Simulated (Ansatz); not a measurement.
A calculation with Ansatz (development build ahead of 0.2.0).

```yaml
crystal:
  periodic: [false, false, false]
  atoms:
    - { symbol: C, position_ang: [0.0, -0.23628, -1.16931] }
    - { symbol: C, position_ang: [0.0, 0.53312, 0.0] }
    - { symbol: C, position_ang: [0.0, -0.23628, 1.16931] }
    - { symbol: H, position_ang: [0.0, 0.34311, -2.00014] }
    - { symbol: H, position_ang: [0.81654, -0.83606, -1.21515] }
    - { symbol: H, position_ang: [-0.81654, -0.83606, -1.21515] }
    - { symbol: H, position_ang: [-0.80885, 1.14734, 0.0] }
    - { symbol: H, position_ang: [0.80885, 1.14734, 0.0] }
    - { symbol: H, position_ang: [0.0, 0.34311, 2.00014] }
    - { symbol: H, position_ang: [-0.81654, -0.83606, 1.21515] }
    - { symbol: H, position_ang: [0.81654, -0.83606, 1.21515] }
basis:
  gaussian: { orbitals: cc-pVDZ }
hamiltonian:
  xc: hf
```

The input is written out in the form of the current development build from the run's settings.

Results

```json
{
 "Converged": "yes",
 "Total energy": "-118.20850 hartree",
 "Spin squared of the determinant": "0.000"
}
```

Caution: no unrestricted run beside it, a lower state can exist.
